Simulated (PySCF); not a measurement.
# Boron: a sound run and one with changed settings

Sound run: B [He] 2s2 2p1, B⁺ [He] 2s2. All numbers are calculated (PySCF 2.14, the non-relativistic Hamiltonian (point nucleus), in 6-31G*). The sound run starts from symmetry-adapted Hartree-Fock orbitals and uses a fine grid where one is needed.

Changed run: 26 angular points. This setting is unsound on purpose.

```tsv
species	method	sound run (hartree)	changed run (hartree)	converged
B	UHF	-24.52197	-24.52197	yes
B	MN15	-24.61209	-24.61056	yes
B	M06-L	-24.64401	-24.64623	yes
B⁺	UHF	-24.23404	-24.23404	yes
B⁺	MN15	-24.32084	-24.32084	yes
B⁺	M06-L	-24.33056	-24.33056	yes
```

Ionisation energy of B:

```tsv
method	sound run (eV)	changed run (eV)
UHF	7.835	7.835
MN15	7.925	7.883
M06-L	8.529	8.590
```

A coarse angular grid integrates products of high-l functions wrongly, so density functionals can shift, and the SCF can exploit the error; Hartree-Fock and MP2 need no grid.

For comparison, NIST gives 8.298 eV between the lowest levels.
